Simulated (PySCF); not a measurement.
Calculation: PBE-D3(BJ)/def2-TZVP // PBE0-D3(BJ)/def2-SVP (PySCF). Gas-phase values, no solvent. 

Reference species (SMILES): `S` (neutral, multiplicity 1).

```json
{
  "LUMO": "-0.48 eV",
  "HOMO": "-6.19 eV"
}
```

Changed species: `C(C)#N` (free base CH3CN; the reference has free base H2S).

**Question.** What does the change do to the LUMO and HOMO?

**Answer.** the LUMO goes up by 0.21 eV, to -0.27 eV; the HOMO falls by 1.88 eV, to -8.07 eV.
